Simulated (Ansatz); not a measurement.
Cost and result for the atomization energy of `F[C@@H]1C[C@@H]1F` (9 atoms, 9 bonds).

```xyz
9

F     0.397   -1.177   -1.444
C    -0.349   -0.630   -0.453
C    -0.206    0.839   -0.220
C     0.369   -0.137    0.755
F     1.718   -0.271    0.778
H    -1.312   -1.118   -0.349
H    -1.069    1.433    0.051
H     0.524    1.329   -0.854
H    -0.073   -0.268    1.737
```

Total charge 0; spin multiplicity 1. All single points use the PBE0-D4/def2-TZVP geometry. Program: Ansatz. All runs use 2 threads of a server CPU on a shared host. Times are those of one run each, without the atoms' runs, and a repeat can differ threefold. Electronic energies, without spin–orbit coupling; frozen cores. CCSD(T)/CBS adds CCSD(T) − MP2 in def2-TZVPP to the MP2 limit, and its time is that of the two runs behind it. T1 = 0.011. B3LYP takes the VWN-RPA correlation (the form of Gaussian; ORCA's B3LYP/G).

CCSD(T)/CBS is a level of theory with its own doubt, some kJ/mol a heavy atom from the limit and from the frozen cores, so smaller differences don't rank the functionals.

```
                             level  functions  wall time  atomization (kcal/mol)  difference from CCSD(T)/CBS  per bond
   PBE-D4/def2-TZVPP (with forces)        211      3.1 s                   895.7                         34.7       3.9
                PBE0-D4/def2-TZVPP        211      3.2 s                   873.3                         12.3       1.4
 B3LYP-D4/def2-TZVPP (with forces)        211      4.9 s                   861.1                          0.1       0.0
r2SCAN-D4/def2-TZVPP (with forces)        211      6.5 s                   868.3                          7.3       0.8
                 B2PLYP/def2-TZVPP        211      6.5 s                   854.2                         -6.8      -0.7
                ωB97X-V/def2-TZVPP        211      8.5 s                   867.1                          6.1       0.7
  ωB97M-V/def2-TZVPP (with forces)        211       13 s                   867.0                          6.0       0.7
                    MP2/def2-QZVPP        405       27 s                   876.1                         15.1       1.7
                CCSD(T)/def2-TZVPP        211    2.7 min                   839.5                        -21.5      -2.4
                 CCSD(T)/CBS(def2)          –    3.2 min                   861.0                          0.0       0.0
```

From PBE to PBE0 (25 % exact exchange), in def2-TZVPP and without D4, the atomization energy moves by −21.9 kcal/mol: exact exchange takes away binding that semilocal exchange gives to molecules. The D4 term adds +4.9 kcal/mol with B3LYP and +2.5 kcal/mol with PBE0; it sums over pairs of atoms, weighted by their polarisabilities, and B3LYP, whose exchange is more repulsive, gets the larger term. In def2-TZVPP, CCSD(T) changes the Hartree–Fock value by +222.6 kcal/mol (the triples alone add +14.5 kcal/mol) and MP2 by +246.5 kcal/mol; breaking electron pairs costs correlation energy, which Hartree–Fock lacks.
